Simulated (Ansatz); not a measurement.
An Ansatz input:

```yaml
crystal:
  lattice:
    - [12.0, 0.0, 0.0]
    - [0.0, 12.3, 0.0]
    - [0.0, 0.0, 12.6]
  atoms:
    - { symbol: O, position: [0.5, 0.5, 0.4515873016], spin: 1.0 }
    - { symbol: O, position: [0.5, 0.5, 0.5484126984], spin: 1.0 }
hamiltonian:
  xc: mr2scan
  pseudopotentials:
    kind: paw
    azcp:
      O: "pseudopotentials/O.paw.azcp"
basis:
  ecutwfc: 500
  fft_grid_basis: typed
kpoints:
  mp_grid: { grid: [1, 1, 1], shift: [0, 0, 0] }
magnetization:
  spin_polarized: true
scf:
  occupations: { method: fermi_dirac, width: 0.01 }
relax:
  max_steps: 60
  f_tol: 0.01
```

Terminal output

```
Engine: ansatz 0.2.0, x86_64-unknown-linux-gnu
Pseudopotentials: kind: paw
Pseudopotential: O, paw, valence charge 6, recommended cutoff 500 eV (meta_gga) 
Functional definition: m-r2SCAN
  exchange = m_r2scan_x
  correlation = m_r2scan_c
Crystal: 2 atoms, lattice volume = 1859.760 Å³
Basis set: ecut = 500 eV, 47207 PW (Γ), exchange–correlation on 360×360×384 points (64 copies of the dense FFT grid, shifted against one another)
Bands: 11, of which v1, the nominal top of the filled ones, is band 6 counted from 1 (5 counted from 0)
Symmetry: 8 space group operations
Space group: Pmmm (ITA 47), of the structure as read, at distance tolerance 1.2e-4 Å
Magnetic group: BNS 47.249 (UNI 347), of the structure as read, at distance tolerance 1.2e-4 Å
k-points: 1
Non-local potential: O, projectors of the file, l = 0: 2, l = 1: 2, l = 2: 1
PAW form: soft (Blöchl's): semilocal exchange-correlation on the pseudo side does not see the compensation charge
PAW frozen core: O, regenerated for the run's functional (the file was generated under x = pbe(κ = 0.804, μ = 0.2195149727645171), c = pbe(β = 0.06672455060314922))
PAW one-centre angular grid: O, 302 points (default); XC on 160 Gauss nodes
Initial density: superposition of atomic densities (neutral atoms: chi_scale 0, normalization atom)
Starting moments: Σ|m| = 2 μB on 2 of 2 sites
Initial wavefunctions: pseudopotential atomic-orbital guess
Functional: x = mr2scan, c = mr2scan; τ floored in thin density (d = 2e-4 eV/Å³)
SCF iter   1: F=—  HF=-1130.862032 eV  |F-HF|=—  |Δ(HF+E_count)|=         —  Δρ=8.71e-3 (↑8.71e-3 ↓4.74e-3)  dr2=5.30e-1  dr2_τ=6.25e-2  dr2_m=5.05e-1  M=2.000 μB ∫|m|=2.012 μB  β_m=1.00  ethr=3.10e-3  ⟨swp⟩=7.5  Hψ=168  notcnv=0
spin=Collinear: Resta preconditioning applied to the charge; magnetization (m = ρ↑ − ρ↓) channel mixes plain (no charge-response kernel on spin).
SCF iter   2: F=—  HF=-1130.976074 eV  |F-HF|=—  |Δ(HF+E_count)|=   1.14e-1  Δρ=3.26e-3 (↑3.26e-3 ↓2.41e-3)  dr2=1.80e-1  dr2_τ=4.22e-3  dr2_m=1.09e-2  M=2.000 μB ∫|m|=2.024 μB  β_m=1.00  ethr=3.10e-3  ⟨swp⟩=2.0  Hψ=57  notcnv=0  defer=1  κ⁻¹=1.0e0(r=1)
SCF iter   3: F=—  HF=-1130.982460 eV  |F-HF|=—  |Δ(HF+E_count)|=   6.39e-3  Δρ=6.78e-4 (↑6.78e-4 ↓6.31e-4)  dr2=5.45e-3  dr2_τ=4.66e-4  dr2_m=2.54e-4  M=2.000 μB ∫|m|=2.026 μB  β_m=1.00  ethr=1.50e-3  ⟨swp⟩=2.5  Hψ=41  notcnv=0  defer=1  κ⁻¹=3.1e-3(r=2)
SCF iter   4: F=—  HF=-1131.015462 eV  |F-HF|=—  |Δ(HF+E_count)|=   3.30e-2  Δρ=2.06e-4 (↑2.06e-4 ↓1.83e-4)  dr2=5.92e-4  dr2_τ=1.76e-5  dr2_m=2.06e-5  M=2.000 μB ∫|m|=2.026 μB  β_m=1.00  ethr=4.54e-5  ⟨swp⟩=3.5  Hψ=61  notcnv=0  defer=1  κ⁻¹=8.4e-4(r=3)
SCF iter   5: F=—  HF=-1131.032380 eV  |F-HF|=—  |Δ(HF+E_count)|=   1.69e-2  Δρ=4.41e-5 (↑4.41e-5 ↓1.77e-5)  dr2=2.44e-5  dr2_τ=8.28e-7  dr2_m=5.16e-6  M=2.000 μB ∫|m|=2.026 μB  β_m=1.20  ethr=4.93e-6  ⟨swp⟩=3.0  Hψ=44  notcnv=0  defer=1
Mixer restart at iter 5: flushing history
spin-set hold released at iteration 5 (site moments contracting): the magnetisation degrees of freedom join the quasi-Newton model from the next iteration; the mixer history was flushed
...
SCF iter   3: F=-1131.054191 eV  HF=-1130.988259 eV  |F-HF|=6.59e-2  |Δ(HF+E_count)|=   4.54e-3  Δρ=6.77e-4 (↑6.77e-4 ↓6.32e-4)  dr2=5.40e-3  dr2_τ=4.85e-4  dr2_m=2.35e-4  M=2.000 μB ∫|m|=2.026 μB  β_m=1.00  ethr=1.53e-3  ⟨swp⟩=2.5  Hψ=41  notcnv=0  defer=1  κ⁻¹=3.3e-3(r=2)
SCF iter   4: F=-1131.055195 eV  HF=-1131.021631 eV  |F-HF|=3.36e-2  |Δ(HF+E_count)|=   3.34e-2  Δρ=2.19e-4 (↑2.19e-4 ↓1.94e-4)  dr2=6.66e-4  dr2_τ=2.04e-5  dr2_m=2.08e-5  M=2.000 μB ∫|m|=2.026 μB  β_m=1.00  ethr=4.50e-5  ⟨swp⟩=3.5  Hψ=61  notcnv=0  defer=1  κ⁻¹=7.9e-4(r=3)
SCF iter   5: F=-1131.055604 eV  HF=-1131.038582 eV  |F-HF|=1.70e-2  |Δ(HF+E_count)|=   1.70e-2  Δρ=4.49e-5 (↑4.49e-5 ↓1.87e-5)  dr2=2.76e-5  dr2_τ=8.22e-7  dr2_m=4.88e-6  M=2.000 μB ∫|m|=2.026 μB  β_m=1.20  ethr=5.55e-6  ⟨swp⟩=3.5  Hψ=45  notcnv=0  defer=1
Mixer restart at iter 5: flushing history
spin-set hold released at iteration 5 (site moments contracting): the magnetisation degrees of freedom join the quasi-Newton model from the next iteration; the mixer history was flushed
SCF iter   6: F=-1131.055775 eV  HF=-1131.047137 eV  |F-HF|=8.64e-3  |Δ(HF+E_count)|=   8.55e-3  Δρ=2.72e-5 (↑2.72e-5 ↓1.75e-5)  dr2=1.40e-5  dr2_τ=6.00e-7  dr2_m=6.03e-7  M=2.000 μB ∫|m|=2.026 μB  β_m=1.20  ethr=2.30e-7  ⟨swp⟩=2.0  Hψ=42  notcnv=0  defer=1  κ⁻¹=1.0e0(r=1)
SCF iter   7: F=-1131.055931 eV  HF=-1131.055046 eV  |F-HF|=8.85e-4  |Δ(HF+E_count)|=   7.91e-3  Δρ=1.08e-5 (↑1.08e-5 ↓6.63e-6)  dr2=1.25e-6  dr2_τ=1.12e-7  dr2_m=1.40e-7  M=2.000 μB ∫|m|=2.026 μB  β_m=1.20  ethr=1.17e-7  ⟨swp⟩=3.0  Hψ=58  notcnv=0  defer=1  κ⁻¹=1.3e-1(r=2)
SCF iter   8: F=-1131.055948 eV  HF=-1131.055927 eV  |F-HF|=2.08e-5  |Δ(HF+E_count)|=   8.82e-4  Δρ=3.75e-6 (↑3.60e-6 ↓3.75e-6)  dr2=1.27e-7  dr2_τ=2.53e-8  dr2_m=2.61e-9  M=2.000 μB ∫|m|=2.026 μB  β_m=1.20  ethr=1.04e-8  ⟨swp⟩=3.0  Hψ=59  notcnv=0  defer=1  κ⁻¹=1.0e-2(r=3)
SCF iter   9: F=-1131.055948 eV  HF=-1131.055941 eV  |F-HF|=7.67e-6  |Δ(HF+E_count)|=   1.34e-5  Δρ=2.38e-6 (↑2.38e-6 ↓1.85e-6)  dr2=3.66e-8  dr2_τ=8.35e-9  dr2_m=3.05e-9  M=2.000 μB ∫|m|=2.026 μB  β_m=1.20  ethr=8.33e-10  ⟨swp⟩=3.0  Hψ=48  notcnv=0  κ⁻¹=2.3e-3(r=4)
SCF iter  10: F=-1131.055949 eV  HF=-1131.055949 eV  |F-HF|=3.34e-8  |Δ(HF+E_count)|=   7.79e-6  Δρ=4.46e-7 (↑4.34e-7 ↓4.46e-7)  dr2=2.70e-9  dr2_τ=3.36e-10  dr2_m=9.75e-11  M=2.000 μB ∫|m|=2.026 μB  ethr=3.05e-10  ⟨swp⟩=3.0  Hψ=53  notcnv=0
SCF 1 converged in 10 iterations: F = -1131.055949 eV  dr2 = 2.70e-9
Step cancelled. What follows is not a result of the run: it is the report of the last solve that finished, which converged after 10 SCF iterations.
Magnetization: 2.0000 μB (7.0000 up, 5.0000 down)
Absolute magnetization: 2.0271 μB (∫|ρ↑−ρ↓|, with the PAW one-centre terms)
Spin contamination: 0.0024 ħ² per cell (⟨S²⟩ above its minimum at these occupations)
Per-site moments (μB) at R_I (Å): [(0.5421093607906508, 0.49793075986817187), (0.5421093607906506, 0.49793075986817187)]
Free energy (F): -1131.055949 eV
Harris-Foulkes:  -1131.055949 eV  (|F-HF|=3.34e-8)
Internal energy: -1131.055949 eV  (E = F + TS)
E sigma→0 (E₀):  -1131.055949 eV
Fermi energy:    -5.815448 eV
--- Per-component energies (eV) ---
  E_band       = -201.927399
  E_kinetic    = 342.871623
  E_local      = -2226.219226  (includes V_loc(G=0)·N_el)
  E_nonlocal   = 96.990503
  E_hartree    = 923.643712
  E_xc         = -140.913391
  E_vxc        = -205.453043  (∫ρ·V_xc dr)
  E_paw        = -318.522675  (= ΣΔE_a)
  E_vpaw       = -72.328986  (= ΣTr[D̂ρ^β])
  E_aug_tail   = 0.001936  (compensation charges beyond the density's cutoff)
  E_vtau       = 14.922383  (kinetic-family band-sum trace: ∫τ·v_τ [+ j·A + Jᵃ·Aᵃ] dr)
  E_ewald      = 191.155451
  E_core_change = -0.063882  (= ΣΔE_core)
  E_smearing   = -0.000000  (= −TS)
  E_closure    = -0.000000  (closes the sum)
  Σ components = -1131.055949   (vs F -1131.055949, Δ=0.00e0)
End of that report.
--- Relaxed structure (4 steps of the walk, 4 accepted, 0 SCFs on fresh bases) ---
  F+E_penalty+E_count = -1131.05594855 eV   max|allowed force component| = 2.074e-3 eV/Å
  atoms:
    - { symbol: O, position: [0.5, 0.49999999999999994, 0.45209901299969485] }
    - { symbol: O, position: [0.5, 0.49999999999999994, 0.5479009870003051] }
Error: SIGTERM received: cancelled by the caller after 4 completed ionic steps
```

The calculation hadn't finished when its time ran out.
